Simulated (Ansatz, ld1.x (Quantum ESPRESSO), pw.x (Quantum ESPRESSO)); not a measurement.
# What a changed setting does to a pw.x run (fcc C)

Potential: norm-conserving Troullier–Martins (Kleinman–Bylander form), ld1.x (Quantum ESPRESSO) 7.5, LDA (PW92); core [He], reference 2s2 2p2; waves: 2s (bound): rc 1.15 bohr; 2p (bound): rc 1.88 bohr; 3d channel at 0.5 Ry: rc 1.70 bohr; local part: all-electron potential smoothed inside 1.45 bohr (lloc = -1); core correction: none.

The reference run (k-mesh 18³, cutoffs 110/440 Ry, Fermi–Dirac 0.01 Ry, mixing_beta 0.4, conv_thr 1e-9, no spin) gives -3.07 GPa at 7.020 Å³/atom, where all-electron LAPW gives -3.87 GPa. This run, with its own iteration cap, changes smearing to gauss.

```
&control
  calculation='scf', prefix='x', pseudo_dir='./', outdir='./tmp', tstress=.true., disk_io='none'
/
&system
  ibrav=0, nat=1, ntyp=1, ecutwfc=110, ecutrho=440, nbnd=9,
  occupations='smearing', smearing='gauss', degauss=0.01
/
&electrons
  conv_thr=1e-09, mixing_beta=0.4, electron_maxstep=50
/
ATOMIC_SPECIES
C 1.0 C.UPF
CELL_PARAMETERS angstrom
  0.00000000 1.51973911 1.51973911
  1.51973911 0.00000000 1.51973911
  1.51973911 1.51973911 0.00000000
ATOMIC_POSITIONS crystal
C 0.0000 0.0000 0.0000
K_POINTS automatic
18 18 18 0 0 0
```

```bash
pw.x < C.scf.in > C.scf.out
```

How does the run end?

It converges in 4 iterations; the free energy moves by +10.4 meV/atom and the pressure by -0.06 GPa. Gaussian smearing of the same width is narrower in effect than Fermi–Dirac, so its quadratic term in F is smaller.

```
Message from routine setup:
     using ibrav=0 with symmetry is DISCOURAGED, use correct ibrav instead
     lattice parameter (alat)  =       4.0615  a.u.
     unit-cell volume          =      47.3733 (a.u.)^3
     number of electrons       =         4.00
     number of Kohn-Sham states=            9
     kinetic-energy cutoff     =     110.0000  Ry
     charge density cutoff     =     440.0000  Ry
     scf convergence threshold =      1.0E-09
     Exchange-correlation= PW
     number of k points=   195  Gaussian smearing, width (Ry)=  0.0100
     iteration #  1     ecut=   110.00 Ry     beta= 0.40
     total energy              =     -11.06482163 Ry
     estimated scf accuracy    <       0.00049891 Ry
     iteration #  2     ecut=   110.00 Ry     beta= 0.40
     total energy              =     -11.06480781 Ry
     estimated scf accuracy    <       0.00016261 Ry
     iteration #  3     ecut=   110.00 Ry     beta= 0.40
     total energy              =     -11.06481231 Ry
     estimated scf accuracy    <       0.00000174 Ry
     iteration #  4     ecut=   110.00 Ry     beta= 0.40
     the Fermi energy is    10.9632 ev
!    total energy              =     -11.06481241 Ry
     estimated scf accuracy    <          6.2E-10 Ry
     smearing contrib. (-TS)   =      -0.00030351 Ry
     The total energy is F=E-TS. E is the sum of the following terms:
     one-electron contribution =       4.54492585 Ry
     hartree contribution      =       0.35718818 Ry
     xc contribution           =      -3.19493332 Ry
     ewald contribution        =     -12.77168961 Ry
     convergence has been achieved in   4 iterations
          total   stress  (Ry/bohr**3)                   (kbar)     P=      -31.29
     Message from routine punch:
     Nothing written, as per user request (disk_io='none')
```

The run took about 14 s on one core of a shared host (Neoverse-V1, 32 threads, 247 GiB, load 16).
